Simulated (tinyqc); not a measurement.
Stretching all distances: RHF, UHF, MP2, CISD and CCSD against full CI in the sto-3g basis, for LiH, spin multiplicity 1. Computed by the program tinyqc with PySCF. Command: `OMP_NUM_THREADS=1 python tinyqc.py 114154 114155 out.jsonl`; one thread of a shared host (Intel(R) Xeon(R) Processor @ 2.60GHz), about 8 s.

Geometry (angstrom):

| atom | x | y | z |
|---|---|---|---|
| Li | 0.0000 | 0.0000 | 0.0000 |
| H | 0.0000 | 0.0000 | 1.4320 |

All coordinates are multiplied by the scale. c0^2 is the weight of the RHF determinant in the lowest singlet FCI state (UHF is spin-contaminated and may lie near states of higher spin) and n(LUMO) the first natural occupation beyond the occupied space.

Full CI energy (hartree) and errors against it (kcal/mol):

| scale | distance 1-2 (angstrom) | E(FCI) | RHF | UHF | MP2 | CISD | CCSD | <S^2> UHF | c0^2 | n(LUMO) |
|---|---|---|---|---|---|---|---|---|---|---|
| 0.860 | 1.232 | -7.85865 | 10.601 | 10.601 | 3.568 | 0.006 | 4.23e-03 | 0.000 | 0.982 | 0.028 |
| 1.060 | 1.518 | -7.88261 | 12.072 | 12.072 | 4.346 | 0.008 | 0.006 | 0.000 | 0.977 | 0.038 |
| 1.260 | 1.804 | -7.87428 | 15.443 | 15.443 | 6.099 | 0.011 | 0.009 | 0.000 | 0.964 | 0.060 |
| 1.460 | 2.091 | -7.85418 | 20.925 | 20.489 | 9.044 | 0.016 | 0.013 | 0.197 | 0.939 | 0.104 |
| 1.650 | 2.363 | -7.83333 | 28.431 | 18.429 | 13.185 | 0.024 | 0.020 | 0.655 | 0.895 | 0.175 |
| 1.850 | 2.649 | -7.81453 | 39.038 | 12.713 | 19.033 | 0.037 | 0.032 | 0.836 | 0.824 | 0.291 |
| 2.050 | 2.936 | -7.80111 | 52.080 | 7.660 | 25.783 | 0.053 | 0.048 | 0.917 | 0.738 | 0.436 |
| 2.250 | 3.222 | -7.79278 | 66.264 | 4.328 | 31.898 | 0.068 | 0.061 | 0.957 | 0.663 | 0.578 |

UHF parts from RHF first at scale 1.46 of those listed, where <S^2> leaves zero. The weight c0^2 goes from 0.98 to 0.66 and n(LUMO) from 0.03 to 0.58: static correlation grows as the bonds break into open-shell fragments. The spread of the error along the curve, which distorts its shape, is CCSD 0.1, CISD 0.1, UHF 16.2, MP2 28.3, RHF 55.7 kcal/mol.
